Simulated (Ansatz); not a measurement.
**N2+ (sextet): wave-function methods side by side, def2-TZVPP**

The task here is to estimate one member of a computed series from the others.

Method: def2-TZVPP, core rule «outside noble gas», up to 2 orbitals frozen; program: Ansatz 0.2.0, Gaussian basis.

The runs, in order: UHF; ROHF; CCSD(T) on UHF.

## The geometry

The geometry is a PBE0/def2-TZVP stationary point (not a proven minimum) of the parent state, kept for this charge and spin.

2 atoms, charge 1, spin multiplicity 6.

Atoms are counted from 1 here; the program's logs count them from 0.

Bond lengths: N1–N2 1.430 Å.

Coordinates:

| atom | x (Å) | y (Å) | z (Å) |
| --- | --- | --- | --- |
| N1 | 0.0000 | 0.0000 | 0.0000 |
| N2 | 0.0000 | 0.0000 | 1.4302 |

Set-up of the first run:

in.yaml

```yaml
crystal:
  periodic: [false, false, false]
  atoms:
    - {symbol: N, position_ang: [0.000000, 0.000000, 0.000000]}
    - {symbol: N, position_ang: [0.000000, 0.000000, 1.430200]}
basis:
  gaussian: {orbitals: def2-TZVPP}
total_charge: 1
magnetization: {spin_polarized: true, initial_magnetization: 5}
hamiltonian: {xc: hf}
output: {orbitals: {seedname: orbitals}}
```

On the command line:

```bash
$ ansatz run in.yaml --threads 1 --pin off --events-out ev --progress --plain --max-ram 2816MiB --backend cpu
```

Among the steps run: UHF; ROHF; CCSD(T) on UHF.

One table of the session follows, with a row left open; its other results are not shown here.

```
  method  from UCCSD(T) (meV)
    ROHF                    ?
     UHF              +6486.2
    UMP2              +1041.0
   UCCSD               +203.7
UCCSD(T)                    0
```

Q: Estimate the row for ROHF from the others.

The run gave: from UCCSD(T) (meV): +6715.9. In the column «from UCCSD(T) (meV)» it is the highest.
